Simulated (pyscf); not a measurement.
HGa=Se (SMILES [GaH]=[Se]) + H₂ (SMILES [H][H]) → H₂Ga–SeH (SMILES [GaH2][SeH]) (addition across a multiple bond or ene-type step; singlet surface; H–H broken, H–Se, Ga–H formed). Optimised with ωB97X-D3(BJ)/def2-SVP in PySCF. Energies in kcal/mol from the separated reactants.

```json
[
 {"level": "ωB97X-D3(BJ)/def2-TZVP", "barrier": "31.3", "reaction energy": "-17.6"},
 {"level": "PBE/def2-TZVP", "barrier": "25.2", "reaction energy": "-12.7"},
 {"level": "PBE0-D3(BJ)/def2-TZVP", "barrier": "…", "reaction energy": "…"},
 {"level": "M06-2X/def2-TZVP", "barrier": "30.6", "reaction energy": "-13.1"},
 {"level": "ωB97M-D3(BJ)/def2-TZVP", "barrier": "…", "reaction energy": "-16.8"},
 {"level": "HF/def2-TZVP", "barrier": "41.3", "reaction energy": "-17.8"}
]
```

Q: Fill in the missing entries.

A: 
- PBE0-D3(BJ)/def2-TZVP, barrier: 25.9
- PBE0-D3(BJ)/def2-TZVP, reaction energy: -16.6
- ωB97M-D3(BJ)/def2-TZVP, barrier: 30.8

The functionals in the table span 6.1 kcal/mol in this barrier, from PBE to ωB97X-D3(BJ)/def2-TZVP. At the saddle there is also a short Ga–H contact that neither side keeps. HGa=Se lies 6.8 kcal/mol over its isomer Ga–SeH [singlet] (electronic energy, ωB97M-D3(BJ)/def2-TZVP). This is the saddle that the search found; another between the same sides may lie lower. Elements up to Kr have no core potential and no relativistic terms here.
